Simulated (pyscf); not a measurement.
Structures and frequencies: ωB97X-D3(BJ)/def2-SVP in PySCF.

Task: For the elementary gas-phase step HO–BiH–OH + silanol (HO–SiH₃) -> HO–Bi(OH)–OH + silane (SiH₄) (singlet surface; Bi–H, O–Si broken, Bi–O, H–Si formed), what barrier and reaction energy does ωB97M-D3(BJ)/def2-TZVP give, measured from the separated reactants?

Result: ΔE‡ = 19.0 kcal/mol, ΔE = +7.9 kcal/mol. Zero-point energy shifts the barrier by +1.6 kcal/mol. It is a four-centre exchange, with an imaginary mode of 286i cm⁻¹. On the reactant side the descent ends in a bound adduct (not fully relaxed), 10.9 kcal/mol under the separated species and 25.7 kcal/mol under the saddle at ωB97X-D3(BJ)/def2-TZVP. On the product side the descent ends in a complex (not fully relaxed), 4.5 kcal/mol under the separated species and 13.1 kcal/mol under the saddle at ωB97X-D3(BJ)/def2-TZVP. At ωB97X-D3(BJ) the barrier from the zero used here is 14.8 kcal/mol. This is the saddle that the search found; another between the same sides may lie lower. Elements past Kr carry the def2 core potentials, without spin-orbit coupling.
